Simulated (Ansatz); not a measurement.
I need a composite energy at a relaxed geometry of CH3S, SMILES C[S]. Use Ansatz's Python interface. Settings (for the species named): PBE0, def2-SVP basis, multiplicity 2.

```xyz
5

C    -0.1271    0.0293    0.0689
S     1.4175   -0.3265   -0.7693
H    -0.2506   -0.6712    0.8909
H    -0.9449   -0.0788   -0.6396
H    -0.0949    1.0472    0.4490
```

Script `ch3s_composite.py`:
```python
'''Relax CH3S cheaply, then refine its energy.'''

from dataclasses import dataclass
import itertools
import logging
import sys

import ansatz as az
from ase import Atoms
from ase.data import atomic_numbers, covalent_radii
import numpy as np

logging.basicConfig(stream=sys.stdout, format='%(levelname)s %(message)s')
logger = logging.getLogger('calc')
logger.setLevel(logging.INFO)


@dataclass
class Settings:
    basis: str = 'def2-SVP'
    xc: str = 'pbe0'


cfg = Settings()

atoms = Atoms(['C', 'S', 'H', 'H', 'H'], positions=[
    [-0.12711, 0.02928, 0.06891],
    [1.4175, -0.32645, -0.76926],
    [-0.25065, -0.67119, 0.89094],
    [-0.94487, -0.07882, -0.63956],
    [-0.09487, 1.04719, 0.44897],
])
system = az.Crystal.molecule_from_ase(atoms)

job = system.calculation().basis(gaussian=cfg.basis).functional(cfg.xc).spin('collinear', total=1)
symbols = [site.symbol for site in system.cartesian_sites]
start = np.array([site.position_ang for site in system.cartesian_sites], dtype=float)
r = job.relax(force_tolerance=0.01, max_steps=100).run(threads=1, pin='off').report
end = np.array(r['positions_ang'])
# pairs closer than 1.2 times the sum of covalent radii, before or after
radius = [covalent_radii[atomic_numbers[s]] for s in symbols]
span = lambda where, i, j: np.linalg.norm(where[i] - where[j])
bonded = [(i, j) for i, j in itertools.combinations(range(len(symbols)), 2) if min(span(start, i, j), span(end, i, j)) < 1.2 * (radius[i] + radius[j])]
logger.info('pair        before    after (A)')
for i, j in bonded:
    print(f'{symbols[i]}{i}-{symbols[j]}{j}'.ljust(10), f'{span(start, i, j):8.4f} {span(end, i, j):8.4f}')
for first, second in list(itertools.combinations(bonded, 2)):
    shared = set(first) & set(second)
    if shared and symbols[(j := shared.pop())] != 'H':
        i, k = sorted((set(first) | set(second)) - {j})
        u, v = end[i] - end[j], end[k] - end[j]
        angle = np.degrees(np.arccos(np.clip(u @ v / np.linalg.norm(u) / np.linalg.norm(v), -1, 1)))
        logger.info(f'final angle {symbols[i]}{i}-{symbols[j]}{j}-{symbols[k]}{k}: {angle:.2f} deg')

minimum = az.Crystal.molecule()
for symbol, place in zip(symbols, end):
    minimum = minimum.atom(symbol, place.tolist())
at_minimum = minimum.calculation().spin('collinear', total=1)
# MP2 extrapolated to the basis limit, plus the small-basis difference CCSD(T) - MP2
level = lambda method, basis: at_minimum.basis(gaussian=basis).correlation(method).run(threads=1, pin='off').report
small, large, cluster = level('mp2', 'cc-pVDZ'), level('mp2', 'cc-pVTZ'), level('ccsd_t', 'cc-pVDZ')
corr = lambda each: (each['free_energy_ev'] - each['reference_energy_ev']) / 27.211386246
mp2_limit = (27 * corr(large) - 8 * corr(small)) / 19
pieces = {'HF / cc-pVTZ': large['reference_energy_ev'] / 27.211386246, 'MP2 correlation, DZ-TZ limit': mp2_limit, 'CCSD(T) - MP2 / cc-pVDZ': corr(cluster) - corr(small)}
for name, value in pieces.items():
    logger.info(f'{name:32s} {value:14.6f} Ha')
logger.info(f'{"sum":32s} {sum(pieces.values()):14.6f} Ha')
print('T1 diagnostic', round(cluster['correlation']['coupled_cluster']['t1_diagnostic'], 4))
```

```console
$ python ch3s_composite.py
INFO pair        before    after (A)
C0-S1        1.7930   1.7878
C0-H2        1.0870   1.1049
C0-H3        1.0874   1.1004
C0-H4        1.0870   1.1005
INFO final angle S1-C0-H2: 106.63 deg
INFO final angle S1-C0-H3: 112.34 deg
INFO final angle S1-C0-H4: 112.24 deg
INFO final angle H2-C0-H3: 107.47 deg
INFO final angle H2-C0-H4: 107.37 deg
INFO final angle H3-C0-H4: 110.47 deg
INFO HF / cc-pVTZ                        -437.151570 Ha
INFO MP2 correlation, DZ-TZ limit          -0.355371 Ha
INFO CCSD(T) - MP2 / cc-pVDZ               -0.041173 Ha
INFO sum                                 -437.548114 Ha
T1 diagnostic 0.01
```

Caveats:
- Total energies depend on the basis set; only differences at equal settings carry meaning.
- The sum leaves out core correlation, relativity, the Hartree-Fock basis error and zero-point energy; a DZ-TZ extrapolation is rough.
- The run takes the species as open-shell (spin multiplicity 2), which needn't be its ground state.
- Inner cores stay frozen, so this is valence correlation.
- For Al to Cl the sets with a tight d function, cc-pV(X+d)Z, are usual.
- An extrapolation from small basis sets is rough.
- The whole script took 39 s on 1 thread of Arm Neoverse V2 (shared host), peak memory 0.23 GiB.
